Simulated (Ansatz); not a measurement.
We consider 1T (CdI2-type) PtS2, described by PBE in Ansatz (plane waves, PAW).

Numerical settings: plane-wave cutoff 520 eV, 12×12×8 k mesh (along the axes of the cell as run), scalar-relativistic PAW data made under PBE.

Cell (relaxed at this level):

```
CELL_PARAMETERS angstrom
      3.57667     0.00000     0.00000
     -1.78833     3.09748     0.00000
      0.00000     0.00000     6.47492
ATOMIC_POSITIONS crystal
  Pt 0.00000 0.00000 0.00000
  S  0.33333 0.66667 0.18958
  S  0.66667 0.33333 0.81042
```

### Question
What does this level give for the elastic constant C33, Poisson ratio, Voigt–Reuss–Hill bulk modulus, elastic constant C11, elastic constant C12, elastic constant C13, elastic constant C44 and elastic constant C66?

### Answer

- elastic constant C33: 1.61 GPa
- Poisson ratio: 0.232
- Voigt–Reuss–Hill bulk modulus: 20.3 GPa
- elastic constant C11: 135 GPa
- elastic constant C12: 36.2 GPa
- elastic constant C13: 1.40 GPa
- elastic constant C44: 0.40 GPa
- elastic constant C66: 49.5 GPa

Note: the cell comes from a level without a dispersion term, which matters for the spacing of layers, chains or molecules; the cell has widely spaced layers and the level no dispersion term, so their spacing and the moduli can rest on weak binding.

Elastic constants are with the ions relaxed.

Spin–orbit coupling is not included.

Ansatz is a quantum-chemistry and plane-wave program.
